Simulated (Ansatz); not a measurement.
# BeMg− (doublet): PBE0, B3LYP over a scan of the distance Be1–Mg2, aug-cc-pVDZ

How well do these functionals follow the top wave-function level for BeMg− (doublet) over a scan of the distance Be1–Mg2?

Program: Ansatz 0.2.0, Gaussian basis. Level of theory: aug-cc-pVDZ, all electrons in the functionals. These are calculated values, not measurements.

The runs, in order: PBE0, B3LYP, at 2.212 Å; 2.422 Å; 2.713 Å; 2.912 Å; 3.235 Å; 3.745 Å; 4.443 Å; 4.990 Å; 6.009 Å; 7.173 Å; 9.317 Å.

22 further runs of the same task are left out: 2 for a known fault of the program, 19 that didn't finish, 1 set aside as unsound or not needed.

**1. The system**

The geometry derives from a PBE0/def2-TZVPD stationary point (not a proven minimum). One bond is set to the value named and the two fragments are kept rigid.

2 atoms, charge -1, spin multiplicity 2.

Atoms are counted from 1 here; the program's logs count them from 0.

No contacts short enough for the rule that draws bonds.

As a file:

| atom | x (Å) | y (Å) | z (Å) |
| --- | --- | --- | --- |
| Be1 | 0.0000 | 0.0000 | 0.0000 |
| Mg2 | 0.0000 | 0.0000 | 2.7131 |

No dispersion term is added. B3LYP takes the VWN-RPA correlation.

The geometry shown and the zero of energy belong to the point 2.713 Å. The yardstick, FCI, and other wave-function levels (R restricted, U unrestricted, valence and pair active spaces) come from earlier runs.

**2. PBE0, 2.212 Å**

in.yaml reads:

```yaml
crystal:
  periodic: [false, false, false]
  atoms:
    - {symbol: Be, position_ang: [0.000000, 0.000000, 0.000000]}
    - {symbol: Mg, position_ang: [0.000000, 0.000000, 2.212000]}
basis:
  gaussian: {orbitals: aug-cc-pVDZ}
total_charge: -1
magnetization: {spin_polarized: true, initial_magnetization: 1}
hamiltonian: {xc: {name: PBE0}}
output: {orbitals: {seedname: orbitals}}
```

Started as:

```console
$ ansatz run in.yaml --threads 1 --pin off --events-out ev --progress --plain --max-ram 2393MiB
```

The runs that follow: PBE0, 2.422 Å; PBE0, 2.713 Å; PBE0, 2.912 Å; PBE0, 3.235 Å; PBE0, 3.745 Å; PBE0, 4.443 Å; PBE0, 4.990 Å; PBE0, 6.009 Å; PBE0, 7.173 Å; PBE0, 9.317 Å; B3LYP, 2.212 Å; B3LYP, 2.422 Å; B3LYP, 2.713 Å; B3LYP, 2.912 Å; B3LYP, 3.235 Å; B3LYP, 3.745 Å; B3LYP, 4.443 Å; B3LYP, 4.990 Å; B3LYP, 6.009 Å; B3LYP, 7.173 Å; B3LYP, 9.317 Å.

Q: Predict the results of all the runs planned. Wanted: span of the FCI curve; largest miss, PBE0; largest miss, B3LYP.

The runs gave:

```
             quantity                    value
span of the FCI curve            11.5 kcal/mol
   largest miss, PBE0  -1.5 kcal/mol (2.212 Å)
  largest miss, B3LYP  -5.9 kcal/mol (9.317 Å)
```

In words: Of the functionals, PBE0 keep the smallest largest miss at the points compared (at most 1.5 kcal/mol) and B3LYP strays most (5.9 kcal/mol, at 9.317 Å). Functionals and the yardstick converge differently with the basis, so part of each miss in aug-cc-pVDZ is the basis.
